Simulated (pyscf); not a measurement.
A first-order saddle from PySCF, ωB97X-D3(BJ)/def2-SVP:

```xyz
6

B     -0.1288     0.6547     0.1945
Cl     0.8065     0.1879    -1.2493
H      0.5055     1.2996     0.9905
H     -1.3204     0.6545     0.0161
F      1.0726    -1.6178    -0.5610
H      0.2223    -0.6728     0.4179
```
Charge 0, spin multiplicity 1.

Surface: singlet, charge 0. Lowest wavenumbers (cm⁻¹): 1485i, 283, 335, 597, 680.

Task: What reaction is this the transition state of?

Result: `[BH2][Cl]` + `[FH]` ⇌ `[BH3]` + `[F][Cl]`, a four-centre exchange read from left to right: B–Cl, F–H broken and B–H, Cl–F formed. At CCSD(T)/def2-TZVPP + ΔMP2(QZVPP) it lies +121.0 kcal/mol from the left side and +24.0 kcal/mol from the right (each side as separated species at their lowest minima found). On the product side the descent ends in an adduct with a B–Cl contact (not fully relaxed), 8.1 kcal/mol under the separated species and 36.1 kcal/mol under the saddle at ωB97X-D3(BJ)/def2-TZVP. What is counted as broken (B–Cl) persists as a longer contact in the product adduct; parting that adduct is a step of its own. The same reactants have a lower exit, to F–BH–Cl + H₂ (barrier +14.4 kcal/mol at ωB97M-D3(BJ), against +119.5 kcal/mol here). This is the saddle that the search found; another between the same sides may lie lower. One closed-shell reference is unstable to symmetry breaking; treat the single-reference values with care. The CCSD(T) − MP2 part came from Ansatz, without density fitting, on the same reference.
